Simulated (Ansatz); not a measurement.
## SiCl4, singlet: the ladder up to full CI

Geometry: MP2(full)/6-31G*, from the G2/97 set.

```yaml
atoms:
  - { symbol: Si, position_ang: [0.0000, 0.0000, 0.0000] }
  - { symbol: Cl, position_ang: [1.1693, 1.1693, 1.1693] }
  - { symbol: Cl, position_ang: [-1.1693, -1.1693, 1.1693] }
  - { symbol: Cl, position_ang: [1.1693, -1.1693, -1.1693] }
  - { symbol: Cl, position_ang: [-1.1693, 1.1693, -1.1693] }
```

Basis STO-3G; Ansatz 0.2.0. Correlated methods freeze the noble-gas cores, which leaves 32 electrons in 20 orbitals. Prefix R: restricted or restricted open-shell reference. Active spaces: frontier = (8e, 8o) about the gap.

Full CI is exact within this basis and frozen core; it isn't the basis-set limit.

The UHF ⟨S²⟩ is 0.000. The T1 diagnostic (RCCSD) is 0.0058. The largest doubles amplitude (RCCSD) is 0.036.

| level | E − E(full CI) (kcal/mol) | share of correlation (%) | wall time |
| --- | --- | --- | --- |
| RHF | 40.82 | 0.00 | – |
| RMP2 | 8.73 | 78.62 | – |
| CISD | 2.35 | 94.25 | 0.85 s |
| RCCSD | 1.42 | 96.52 | – |
| RCCSD(T) | 0.24 | 99.41 | 0.66 s |
| BCCD(T) | 0.24 | 99.41 | 0.94 s |
| RCCSDT | -0.02 | 100.04 | – |
| CISDTQ | 0.07 | 99.84 | 2.2 s |
| RCCSDT(Q) | -0.01 | 100.01 | 3.1 s |
| RCCSDTQ | -0.01 | 100.01 | 94 s |
| CASSCF (frontier space) | 13.16 | 67.76 | – |
| NEVPT2 (frontier space) | 3.05 | 92.54 | 5.5 s |
| MRCISD (frontier space) | 0.27 | 99.34 | – |
| MRCISD+Q (frontier space) | 0.02 | 99.95 | 6.5 s |
| MRCISD+Q(relaxed) (frontier space) | -0.05 | 100.13 | 7.5 s |

The correlation energy at full CI, counted from RHF, is -1.770 eV. That run took 26 s on 1 thread of AMD EPYC 7R13, shared host over 5,871,393 determinants.

Times hold each run's SCF and search for its determinant on a shared host, so for small cases they say little of a method's own cost; they ran on 1 thread of AMD EPYC 7R13.

The full-CI state has the irrep A1 of C2v, in the program's axes (one component, if the state is degenerate).

Natural occupations of full CI about the gap: 1.996 1.983 1.979 1.979 1.979 0.036 0.022 0.022 0.022; effectively unpaired electrons, Σ n²(2−n)², 0.02.

Atomization energy (electronic, same basis, no zero-point term; atoms at the same level, unrestricted beside the R rows where the molecule is a closed shell, with restricted open-shell steps beyond CCSDT(Q)) at full CI: 1416.1 kJ/mol. Errors of other levels:

| level | error (kJ/mol) |
| --- | --- |
| RHF | -135.6 |
| RMP2 | -20.5 |
| CISD | -9.8 |
| RCCSD | -5.9 |
| RCCSD(T) | -1.0 |
| BCCD(T) | -1.0 |
| RCCSDT | 0.1 |
| CISDTQ | -0.3 |
| RCCSDT(Q) | 0.0 |
| RCCSDTQ | 0.0 |

This basis is far from its limit, so the value isn't to be set against a measured one. Truncated CI isn't size-consistent, which counts against it in atomization.
